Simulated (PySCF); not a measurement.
C₂H₃N, SMILES `CC#N` (charge 0, multiplicity 1)

The numbers are results of PBE-D3(BJ)/def2-TZVP // BP86-D3(BJ)/def2-SVP in PySCF, not measurements.

```yaml
HOMO: -8.01 eV
dipole_moment: 3.96 D
LUMO: -0.41 eV
HOMO–LUMO gap: 7.60 eV
total_energy: -132.6377 Ha
cost: very roughly 13 core-seconds
```

Bond lengths (Å): C1–C2 1.461, C1–H4 1.109, C1–H5 1.109, C1–H6 1.109, C2–N3 1.171. Angles (°): C2–C1–H4 110.4, C2–C1–H5 110.4, C2–C1–H6 110.4, H4–C1–H5 108.5, H4–C1–H6 108.5, H5–C1–H6 108.5, C1–C2–N3 180.0.
Charge 0, spin multiplicity 1.
